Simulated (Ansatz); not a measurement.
**Structure relaxation of BeRh4W**

The calculation used DFT PBE, scalar-relativistic, plane waves, PAW (Ansatz 0.2.0). Cutoff 420 eV, Γ-centred k mesh, Gaussian smearing, no spin polarisation in the final step.

BeRh4W was placed on the sites of a reported HoCdCu4 cell (F-43m, No. 216), with W in place of Ho, Be in place of Cd, Rh in place of Cu, at a guessed volume.

```
Be Rh W
1.0
     0.00000    3.27043    3.27043
     3.27043    0.00000    3.27043
     3.27043    3.27043    0.00000
Be Rh W
1 4 1
Direct
  0.00000 0.00000 0.00000
  0.62577 0.12269 0.62577
  0.62577 0.62577 0.12269
  0.62577 0.62577 0.62577
  0.12269 0.62577 0.62577
  0.25000 0.25000 0.25000
```

Cell and atoms relax at zero pressure; the relaxation can't lower the symmetry of the start. After a coarse first stage the cell is made exact in the group found at 0.06 Å.

Energies over the elements count from the elements' standard structures at the same level, with no empirical corrections.

**Question.** Describe the relaxed structure.

**Answer.** It keeps F-43m (No. 216). Conventional cell: a = 7.079 Å. Around Be lie 12 Rh at 2.93 Å and 4 W at 3.07 Å; Rh is coordinated by 6 Rh at 2.49–2.51 Å, 3 Be at 2.93 Å and 3 W at 2.94 Å; W is coordinated by 12 Rh at 2.94 Å and 4 Be at 3.07 Å.

```xyz
6
Lattice="0.0000 3.5395 3.5395 3.5395 0.0000 3.5395 3.5395 3.5395 0.0000" Properties=species:S:1:pos:R:3 pbc="T T T"
Be    0.0000    0.0000    0.0000
Rh    2.6504    2.6504    4.4285
Rh    2.6504    4.4285    2.6504
Rh    4.4285    2.6504    2.6504
Rh    4.4285    4.4285    4.4285
W     1.7697    1.7697    1.7697
```

**Question.** What are its volume, energy, density and gap?

**Answer.** The volume per atom is 14.78 Å³. The density is 11.32 g/cm³, the energy over the elements is 0.35 eV/atom and the gap on the 10×10×10 mesh is 0 eV (a metal).

The final run used a 10×10×10 mesh on its 6-atom cell and 0.10 eV smearing. For metals, differences of a few meV/atom aren't resolved. Spin–orbit coupling is left out. Symmetry constrained the relaxation, so the result can be a saddle point.

Cost: 3 runs of about 1.6 core-minutes in all, on Arm Neoverse V2 (shared hosts).